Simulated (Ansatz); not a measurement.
Two shapes of singlet HNO.

Shape 1:

```xyz
3

N     0.0000    0.4274   -0.3864
H     0.0000    1.3024    0.2308
O     0.0000   -0.5368    0.3092
```

Shape 2:

```xyz
3

N     0.0000    0.3932   -0.3554
H     0.0000    1.1982    0.2123
O     0.0000   -0.4938    0.2845
```

Basis set: 6-31G* (spherical functions). Left uncorrelated: 2 orbitals. Charge 0, multiplicity 1.

Computed with Ansatz (development build ahead of 0.2.0); each method stands on the lowest determinant of its kind that the runs found.

Q: Which shape is lower in energy, and by how much in each method?

A:

```json
{"method": "RHF", "E(2) − E(1) (eV)": "0.465"}
{"method": "RHF-MP2", "E(2) − E(1) (eV)": "1.056"}
```

Shape 1 is lower. Caution: no unrestricted run beside it, a lower state can exist.
